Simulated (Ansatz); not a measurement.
in.yaml

```yaml
crystal:
  periodic: [false, false, false]
  atoms:
    - {symbol: Cl, position_ang: [-1.970965, 0.234988, 0.000000]}
    - {symbol: H, position_ang: [-0.086965, 0.234988, 0.000000]}
    - {symbol: O, position_ang: [0.903035, 0.234988, 0.000000]}
    - {symbol: H, position_ang: [1.154894, -0.704963, 0.000000]}
basis:
  gaussian: {orbitals: cc-pVDZ}
magnetization: {spin_polarized: true, initial_magnetization: 1}
correlation: {method: ccsd_t, electrons: outside_noble_gas}
scf: {lower_state_search: off}
```

```sh
$ ansatz run in.yaml --threads 1 --pin off --events-out ev --progress --plain --max-ram 2393MiB
```

Question: Roughly how long does this take on 1 thread of Arm Neoverse V2, shared host, and how much host memory?

Answer: 0.99 s wall and 0.19 GiB.

```
these checks for a lower state are left out or cut short: stability, starts, cluster_reference, orbital_swaps, neighbouring_geometries, increment
410 factors; integrals over basis functions are off by at most 1.5e-3 eV
mean field evaluation 1: about -14568.9015 eV, gradient 2.3e1 eV
mean field evaluation 2: about -14568.9196 eV, gradient 2.3e1 eV
mean field evaluation 4: about -14571.1123 eV, gradient 1.7e0 eV
mean field evaluation 8: about -14571.1509 eV, gradient 1.7e-1 eV
mean field -14571.15149294 eV, -535.4799406843 hartree, gradient 3.4e-6 eV, S^2 0.756037; 0 other end points of the search recorded, 0 dependent functions left out
6 core orbitals not correlated: weight in the atoms' cores, before any rotation towards them, 1.000 or more for the frozen orbitals, at most 0.000 for the correlated occupied ones
reference -14571.15149294 eV, -535.4799406843 hartree; 8, 7 occupied and 28, 29 virtual orbitals, 410 factors
second order -8.64997281 eV of doubles, -0.00000000 eV of singles
cycle   1  -9.12759724 eV  change   -4.8e-1 eV  update   4.9e-2
cycle   2  -9.31611656 eV  change   -1.9e-1 eV  update   1.5e-2
cycle   3  -9.34254814 eV  change   -2.6e-2 eV  update   9.3e-3
cycle   4  -9.34577614 eV  change   -3.2e-3 eV  update   4.6e-3
cycle   5  -9.34616592 eV  change   -3.9e-4 eV  update   4.5e-3
cycle   6  -9.34717174 eV  change   -1.0e-3 eV  update   2.9e-3
cycle   7  -9.34729226 eV  change   -1.2e-4 eV  update   7.5e-4
cycle   8  -9.34735799 eV  change   -6.6e-5 eV  update   1.6e-4
cycle   9  -9.34735380 eV  change    4.2e-6 eV  update   5.1e-5
cycle  10  -9.34734711 eV  change    6.7e-6 eV  update   1.7e-5
perturbative correction -0.13331610 eV, -0.0048992761 hartree
Total energy: -14580.63215615 eV, -535.8283486310 hartree
Checks for a lower state left out: stability, starts, cluster_reference, orbital_swaps, neighbouring_geometries, increment
```
